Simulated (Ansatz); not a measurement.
# C₅H₆: up Jacob's ladder to CCSD(T)

The task here is to estimate one member of a computed series from the others.

Computed with Ansatz 0.2.0, Gaussian basis. Level: functionals in def2-TZVPP, the program's frozen cores in correlated methods.

Levels to be run: LDA (SPW92), PBE-D4, revPBE-D4, BLYP-D4, r2SCAN-D4, B97M-V, PBE0-D4, B3LYP-D4, r2SCANh-D4, r2SCAN0-D4, HSE06-D4, BHLYP-D4, CAM-B3LYP-D4, LC-ωPBE, ωB97X-V, ωB97M-V, B2PLYP, PBE-QIDH; CCSD(T)/def2-SVP; CCSD(T)/def2-TZVPP; MP2/def2-QZVPP; extrapolation to the limit; RPA on PBE.

**The relaxed structure**

The geometry comes from an earlier relaxation with PBE0-D4 in a triple-zeta def2 set; it is a stationary point, not always the lowest conformer.

SMILES `C=C=C1CC1`, 11 atoms, charge 0, spin multiplicity 1.

Atoms are counted from 1 here; the program's logs count them from 0.

Bond lengths: C1–C2 1.303 Å, C1–H6 1.085 Å, C1–H7 1.085 Å, C2–C3 1.283 Å, C3–C4 1.468 Å, C3–C5 1.468 Å, C4–C5 1.514 Å, C4–H8 1.085 Å, C4–H9 1.085 Å, C5–H10 1.085 Å, C5–H11 1.085 Å. Angles: C2–C1–H6 121.3°, C2–C1–H7 121.3°, H6–C1–H7 117.5°, C1–C2–C3 180.0°, C2–C3–C4 149.0°, C2–C3–C5 148.9°, C4–C3–C5 62.1°, C3–C4–C5 59.0°, C3–C4–H8 117.9°, C3–C4–H9 117.9°, C5–C4–H8 118.0°, C5–C4–H9 118.0°, H8–C4–H9 114.8°, C3–C5–C4 59.0°, C3–C5–H10 117.9°, C3–C5–H11 117.9°, C4–C5–H10 118.0°, C4–C5–H11 118.0° and more.

Geometry (Å):

```xyz
11
charge 0, multiplicity 1
C    -0.66884    2.21908   -0.77841
C    -0.31041    1.03639   -0.36397
C     0.04258   -0.12730    0.04422
C    -0.33307   -1.49413    0.42650
C     1.11134   -1.04243    0.46343
H    -0.93229    3.00544   -0.07828
H    -0.71521    2.45503   -1.83676
H    -0.63372   -2.17710   -0.36114
H    -0.84802   -1.63364    1.37126
H     1.56939   -0.87742    1.43307
H     1.78363   -1.42100   -0.29943
```

Set-up of the first run:

Input file in.yaml:

```yaml
crystal:
  periodic: [false, false, false]
  atoms:
    - {symbol: C, position_ang: [-0.668842, 2.219076, -0.778406]}
    - {symbol: C, position_ang: [-0.310407, 1.036391, -0.363966]}
    - {symbol: C, position_ang: [0.042580, -0.127302, 0.044224]}
    - {symbol: C, position_ang: [-0.333068, -1.494131, 0.426497]}
    - {symbol: C, position_ang: [1.111343, -1.042429, 0.463428]}
    - {symbol: H, position_ang: [-0.932286, 3.005438, -0.078285]}
    - {symbol: H, position_ang: [-0.715206, 2.455026, -1.836758]}
    - {symbol: H, position_ang: [-0.633716, -2.177102, -0.361140]}
    - {symbol: H, position_ang: [-0.848017, -1.633643, 1.371261]}
    - {symbol: H, position_ang: [1.569386, -0.877420, 1.433071]}
    - {symbol: H, position_ang: [1.783632, -1.421003, -0.299427]}
basis:
  gaussian: {orbitals: def2-TZVPP}
hamiltonian: {xc: lda}
output: {orbitals: {seedname: orbitals}}
```

Command:

```bash
ansatz run in.yaml --threads 2 --pin off --events-out ev --progress --plain --max-ram 4352MiB
```

Steps of the session up to this table: LDA; PBE-D4 (GGA); revPBE-D4 (GGA); BLYP-D4 (GGA); r2SCAN-D4 (meta-GGA); B97M-V (meta-GGA); PBE0-D4 (hybrid); B3LYP-D4 (hybrid); r2SCANh-D4 (hybrid); r2SCAN0-D4 (hybrid); HSE06-D4 (hybrid); BHLYP-D4 (hybrid); CAM-B3LYP-D4 (range-separated); LC-ωPBE (range-separated); ωB97X-V (range-separated); ωB97M-V (range-separated); B2PLYP (double hybrid); PBE-QIDH (double hybrid).

One of the session's tables, all rows but one given; the rest of the session is left out.

It belongs to the step «Orbital energies across the functionals». 

| functional | HOMO (eV) | gap (eV) |
| --- | --- | --- |
| LDA (SPW92) | -6.15 | 5.19 |
| PBE-D4 | -5.97 | 5.23 |
| revPBE-D4 | -5.90 | 5.25 |
| BLYP-D4 | -5.81 | 5.21 |
| r2SCAN-D4 | -6.14 | 5.63 |
| B97M-V | ? | ? |
| PBE0-D4 | -7.08 | 7.32 |
| B3LYP-D4 | -6.86 | 6.87 |
| r2SCANh-D4 | -6.56 | 6.40 |
| r2SCAN0-D4 | -7.20 | 7.57 |
| HSE06-D4 | -6.68 | 6.54 |
| BHLYP-D4 | -8.05 | 9.38 |
| CAM-B3LYP-D4 | -8.37 | 9.74 |
| LC-ωPBE | -9.73 | 12.24 |
| ωB97X-V | -9.34 | 11.78 |
| ωB97M-V | -9.24 | 11.55 |

**Question.** Estimate the row for B97M-V.

As computed: HOMO (eV): -6.16; gap (eV): 5.73. In the column «HOMO (eV)» it lies between r2SCANh-D4 (-6.56) and LDA (SPW92) (-6.15).
